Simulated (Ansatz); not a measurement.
Born–Oppenheimer molecular dynamics of CH6Si (8 atoms, charge 0, multiplicity 1). It goes on from the last frame of an earlier run, with new velocities.

These are results of Ansatz 0.2.0, RKS B3LYP-D4/6-31G*, not measurements.

```json
{
  "ensemble": "NVE (velocity Verlet)",
  "time step": "1 fs",
  "steps asked": "250",
  "starting velocities drawn for": "300 K",
  "seed": "550413"
}
```

First frame:

```xyz
8
Properties=species:S:1:pos:R:3
Si -0.162 0.486 0.640
H -0.761 1.706 1.416
C 1.856 0.270 0.401
H 2.351 0.756 1.256
H 2.074 -0.743 0.468
H 2.242 0.535 -0.536
H -1.012 0.351 -0.649
H -0.477 -0.670 1.694
```

**Question.** How far do the bonds stretch over the last three quarters of this one trajectory? (Pairs bonded in most of those frames.)

**Answer.** 
```json
{"bond": "Si1–H2", "mean (Å)": "1.495", "spread (Å)": "0.043", "shortest": "1.42", "longest": "1.57"}
{"bond": "Si1–C3", "mean (Å)": "1.903", "spread (Å)": "0.073", "shortest": "1.77", "longest": "2.03"}
{"bond": "Si1–H7", "mean (Å)": "1.495", "spread (Å)": "0.046", "shortest": "1.43", "longest": "1.56"}
{"bond": "Si1–H8", "mean (Å)": "1.505", "spread (Å)": "0.073", "shortest": "1.39", "longest": "1.61"}
{"bond": "C3–H4", "mean (Å)": "1.107", "spread (Å)": "0.059", "shortest": "1.01", "longest": "1.20"}
{"bond": "C3–H5", "mean (Å)": "1.100", "spread (Å)": "0.025", "shortest": "1.05", "longest": "1.15"}
{"bond": "C3–H6", "mean (Å)": "1.100", "spread (Å)": "0.021", "shortest": "1.05", "longest": "1.15"}
```

Mean temperature of the second half: 562 K. The conserved energy stayed within 2 meV per atom of its start (net change -0.91 meV per atom), so the integration is sound. The kinetic energy rose, since the run started high on the potential surface and went downhill. A run of 0.25 ps of so small a system gives no equilibrium averages.

Time of the run: 4 min on 1 thread of Arm Neoverse V2 (shared host), peak memory 0.09 GiB.
